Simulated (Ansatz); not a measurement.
Consider the interaction energy of a dimer with the counterpoise correction of C₂H₄, SMILES C=C (the Python package of Ansatz (0.2.0)).

Script `dimer_c2h4.py`:
```python
# -*- coding: utf-8 -*-
'''Interaction energy of two C2H4 molecules, with the counterpoise correction.'''

import ansatz

FIRST = [
    ('C', (-0.0869, -0.6368, -0.1422)),
    ('C', (0.0866, 0.6367, 0.1422)),
    ('H', (0.0312, -1.409, 0.6004)),
    ('H', (-0.3562, -0.9698, -1.1312)),
    ('H', (-0.0293, 1.4091, -0.6006)),
    ('H', (0.3545, 0.9698, 1.1315)),
]
SECOND = [
    ('C', (-3.2838, 0.2157, -0.9503)),
    ('C', (-3.5667, -1.0361, -1.2433)),
    ('H', (-3.4459, 0.6223, 0.0347)),
    ('H', (-2.8756, 0.8953, -1.6804)),
    ('H', (-3.4068, -1.4425, -2.2287)),
    ('H', (-3.9735, -1.716, -0.5128)),
]

def energy(atoms, ghosts=()):
    molecule = ansatz.Crystal.molecule()
    for symbol, xyz in atoms:
        molecule = molecule.atom(symbol, xyz)
    calc = (
        molecule.calculation()
        .basis(gaussian='def2-SVP')
        .functional('HF')
    )
    deck = calc.input()
    if ghosts:
        deck = deck.set(ansatz.key.basis.gaussian.ghost_atoms, [{'symbol': s, 'position_ang': list(xyz)} for s, xyz in ghosts])
    return ansatz.Session.from_dict(deck).plan().execute().report['free_energy_ev']


def main():
    # ghost atoms carry the functions of the partner
    both = energy(FIRST + SECOND)
    alone = energy(FIRST) + energy(SECOND)
    ghosted = energy(FIRST, SECOND) + energy(SECOND, FIRST)
    print(f'dimer {both:.6f} eV')
    print(f'interaction, uncorrected   {(both - alone):8.3f} eV')
    print(f'interaction, counterpoise  {(both - ghosted):8.3f} eV')
    print(f'basis-set superposition    {(alone - ghosted):8.3f} eV')


if __name__ == '__main__':
    main()
```

How large is the interaction at this pose, and how much of it is basis-set superposition?

Uncorrected it is 0.091 eV, with the counterpoise correction 0.118 eV; the difference, 0.03 eV, is the superposition error. In this basis both values are repulsive.

The output:

```console
$ python dimer_c2h4.py
dimer -4243.679877 eV
interaction, uncorrected      0.091 eV
interaction, counterpoise     0.118 eV
basis-set superposition       0.028 eV
```

Reading the output:
- Total energies depend on the basis set; only differences at equal settings carry meaning.
- The dimer is a generated trial pose of unrelaxed monomers, not a minimum, so the figure is no binding energy, and the basis set is small.
- Hartree-Fock leaves correlation out, so bond, atomisation and ionisation energies come out well too low.
- This level lacks the dispersion part of the attraction (electrostatics and induction are there), which can decide the sign where the interaction is weak.
- The whole script took 2.7 s on 1 thread of Intel(R) Xeon(R) Platinum 8488C (Sapphire Rapids), on a shared host, peak memory 0.2 GiB.

(A comment or docstring line of the script was reworded after the run, the code is as it ran; lines on the test bed's own set-up are left out of the output.)
